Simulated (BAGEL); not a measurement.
# BF (SMILES [B]F): RI-MP2/def2-TZVPPD (density fitting with cc-pvqz-jkfit)

What is the energy change on altering one bond length of BF at RI-MP2/def2-TZVPPD (density fitting with cc-pvqz-jkfit)? 

Program for the calculation: BAGEL 1.2.2.

## 1. Starting point

The species is BF (2 atoms), meant as a singlet with charge 0. SMILES: `[B]F`. The shape is that of a PBE0-D4/def2-TZVP optimisation.

Bond lengths: B1–F2 1.263 Å.

## 2. A single-point energy at RI-MP2/def2-TZVPPD (density fitting with cc-pvqz-jkfit)

Contents of input.json:

```json
{ "bagel" : [

{
  "title" : "molecule",
  "basis" : "def2-tzvppd.json",
  "df_basis" : "cc-pvqz-jkfit",
  "angstrom" : true,
  "geometry" : [
    { "atom" : "B", "xyz" : [       0.000000,       0.000000,      -0.009350 ] },
    { "atom" : "F", "xyz" : [       0.000000,       0.000000,       1.253740 ] }
  ]
},

{ "title" : "hf" },

{ "title" : "mp2", "ncore" : 2 }

]}
```

The basis set def2-TZVPPD is read from a file made from the Basis Set Exchange's data (not shown).

Command:

```bash
BAGEL_NUM_THREADS=1 BAGEL input.json > input.out
```

Output:

```text
* using 1 threads per process

  ===============================================================
  ===============================================================

  *** Geometry ***

  { "atom" : "B", "xyz" : [      0.000000,      0.000000,     -0.017669 ] },
  { "atom" : "F", "xyz" : [      0.000000,      0.000000,      2.369225 ] },

  Number of auxiliary basis functions:      212

  Since a DF basis is specified, we compute 2- and 3-index integrals:
    o Being stored without compression. Storage requirement is 0.010 GB

  Number of basis functions:       77
  Number of electrons      :       14

    * METHOD: MOLECULE                             0.04

  *** RHF ***

  === Nuclear Repulsion ===
    18.8529514763

      * DIIS with orbital gradients will be used.

  === RHF iteration (def2-tzvppd.json) ===
      0       -124.03500429          0.02665244           0.01
      1       -124.10168500          0.02084437           0.01
      2       -124.16144888          0.00144134           0.01
      3       -124.16238747          0.00023180           0.01
      4       -124.16241166          0.00004979           0.01
      5       -124.16241277          0.00001086           0.01
      6       -124.16241281          0.00000251           0.01
      7       -124.16241281          0.00000046           0.01
      8       -124.16241281          0.00000007           0.01
      9       -124.16241281          0.00000004           0.01
     10       -124.16241281          0.00000001           0.01
    * SCF iteration converged.

    * Permanent dipole moment:
           (   -0.000000,     0.000000,    -0.343598) a.u.

    * METHOD: HF                                   0.10

  *** RHF ***

  === Nuclear Repulsion ===
    18.8529514763

      * DIIS with orbital gradients will be used.

  === RHF iteration (def2-tzvppd.json) ===
      0       -124.16241281          0.00000000           0.01
    * SCF iteration converged.

    * Permanent dipole moment:
           (   -0.000000,     0.000000,    -0.343599) a.u.

  === DF-MP2 calculation ===

    * freezing 2 orbitals
    * 3-index integral transformation done
    * assembly done

      MP2 correlation energy:   -0.3212835089      0.00

      MP2 total energy:       -124.4836963193

    * METHOD: MP2                                  0.02

  ===============================================================
```

It took 0.32 s on 1 thread of Arm Neoverse V2, shared host.

## 3. The distorted shape

Contents of input.json:

```json
{ "bagel" : [

{
  "title" : "molecule",
  "basis" : "def2-tzvppd.json",
  "df_basis" : "cc-pvqz-jkfit",
  "angstrom" : true,
  "geometry" : [
    { "atom" : "B", "xyz" : [       0.000000,       0.000000,      -0.198860 ] },
    { "atom" : "F", "xyz" : [       0.000000,       0.000000,       1.253740 ] }
  ]
},

{
  "title" : "hf"
},

{
  "title" : "mp2",
  "ncore" : 2
}

]}
```

The basis set def2-TZVPPD is read from a file made from the Basis Set Exchange's data (not shown).

Command:

```bash
BAGEL_NUM_THREADS=1 BAGEL input.json > input.out
```

Output:

```text
* using 1 threads per process

  ===============================================================
  ===============================================================

  *** Geometry ***

  { "atom" : "B", "xyz" : [      0.000000,      0.000000,     -0.375791 ] },
  { "atom" : "F", "xyz" : [      0.000000,      0.000000,      2.369225 ] },

  Number of auxiliary basis functions:      212

  Since a DF basis is specified, we compute 2- and 3-index integrals:
    o Being stored without compression. Storage requirement is 0.010 GB

  Number of basis functions:       77
  Number of electrons      :       14

    * METHOD: MOLECULE                             0.04

  *** RHF ***

  === Nuclear Repulsion ===
    16.3933460555

      * DIIS with orbital gradients will be used.

  === RHF iteration (def2-tzvppd.json) ===
      0       -123.96366575          0.02945389           0.01
      1       -124.02457955          0.02734027           0.01
      2       -124.13262283          0.00187339           0.01
      3       -124.13446349          0.00041322           0.01
      4       -124.13456541          0.00011874           0.01
      5       -124.13457371          0.00003072           0.01
      6       -124.13457411          0.00000548           0.01
      7       -124.13457412          0.00000094           0.01
      8       -124.13457412          0.00000011           0.01
      9       -124.13457412          0.00000004           0.01
     10       -124.13457412          0.00000001           0.01
     11       -124.13457412          0.00000000           0.01
    * SCF iteration converged.

    * Permanent dipole moment:
           (    0.000000,    -0.000000,     0.117687) a.u.

    * METHOD: HF                                   0.11

  *** RHF ***

  === Nuclear Repulsion ===
    16.3933460555

      * DIIS with orbital gradients will be used.

  === RHF iteration (def2-tzvppd.json) ===
      0       -124.13457412          0.00000000           0.01
    * SCF iteration converged.

    * Permanent dipole moment:
           (    0.000000,    -0.000000,     0.117687) a.u.

  === DF-MP2 calculation ===

    * freezing 2 orbitals
    * 3-index integral transformation done
    * assembly done

      MP2 correlation energy:   -0.3285423393      0.00

      MP2 total energy:       -124.4631164600

    * METHOD: MP2                                  0.02

  ===============================================================
```

It took 0.32 s on 1 thread of Arm Neoverse V2, shared host.

## 4. Outcome

Level: RI-MP2/def2-TZVPPD (density fitting with cc-pvqz-jkfit), 2 core orbitals frozen.

```
                                                         quantity          value
                                        first shape: total energy  -124.48370 Eh
         first shape: correlation energy (2 core orbitals frozen)     -321.3 mEh
                                    distorted shape: total energy  -124.46312 Eh
     distorted shape: correlation energy (2 core orbitals frozen)     -328.5 mEh
energy change with the B1–F2 bond stretched from 1.263 to 1.453 Å       0.560 eV
```

**Reading.** With the B1–F2 bond stretched from 1.263 to 1.453 Å the energy rises by 0.56 eV (12.9 kcal/mol). The first shape isn't relaxed at this level, so the change isn't measured from a minimum.
